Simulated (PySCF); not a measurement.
## Bonding in `O=C=PCCP`

Compound: C3H6OP2.
Atom-mapped SMILES: `[O:1]=[C:2]=[P:3][CH2:4][CH2:5][PH2:6]` (hydrogens: H7, H8 on C4; H9, H10 on C5; H11, H12 on P6)

Geometry (GFN2-xTB, Å), atoms numbered from 1 in this order:
```xyz
12
C3H6OP2 angstrom
O      3.2835    0.6136    0.5187
C      2.4045    0.4701   -0.2279
P      1.2639    0.3023   -1.3997
C      0.2023   -0.9453   -0.4573
C     -0.6184   -0.2431    0.6139
P     -1.1773    1.4190   -0.0256
H     -0.4566   -1.3787   -1.2151
H      0.8239   -1.7434   -0.0488
H     -0.0042   -0.0585    1.5010
H     -1.4735   -0.8555    0.9121
H     -2.2675    1.5273    0.8424
H     -1.9793    0.8915   -1.0396
```

Bond orders from the PBE0/pcSseg-1 density (PySCF). The structure is a single GFN2-xTB conformer in the gas phase; no vibrational or solvent corrections.

Task: Where do the orders between heavy atoms depart from those drawn in the SMILES?

Result: The largest departure is 0.439, at C2–P3 (drawn double, 1.561). Drawn double or triple, more than 0.30 short of the drawn order: C2–P3 (1.561).

Task: Set the Mayer orders of the bonds beside their lengths.

Result: 
| bond | drawn as | length (Å) | Mayer order |
| --- | --- | --- | --- |
| O1–C2 | double | 1.162 | 2.092 |
| C2–P3 | double | 1.644 | 1.561 |
| P3–C4 | single | 1.890 | 0.925 |
| C4–C5 | single | 1.521 | 1.000 |
| C5–P6 | single | 1.866 | 0.980 |
| C4–H7 | single | 1.094 | 0.940 |
| C4–H8 | single | 1.091 | 0.939 |
| C5–H9 | single | 1.095 | 0.941 |
| C5–H10 | single | 1.093 | 0.939 |
| P6–H11 | single | 1.398 | 0.931 |
| P6–H12 | single | 1.396 | 0.943 |

Bonds between the same two heavy elements. C–P: lowest P3–C4 (0.925, 1.890 Å), highest C2–P3 (1.561, 1.644 Å).

Task: Sum the orders of all bonds at each heavy atom with more than one neighbour and set the sums beside the valence in the SMILES.

Result: C2 3.653 (drawn 4), P3 2.486 (drawn 3), C4 3.804 (drawn 4), C5 3.860 (drawn 4), P6 2.854 (drawn 3). Orders between atoms that aren't bonded are not in these sums.

For a closed shell the Mayer order of atoms A and B is Σ (PS)μν (PS)νμ over the basis functions μ on A and ν on B, with P the density and S the overlap matrix.

The run behind these numbers computed NMR shieldings as well. Hardware: Arm Neoverse V1, one thread, on a shared host. Cost: 16 s of wall time, 0.70 GiB resident at most.
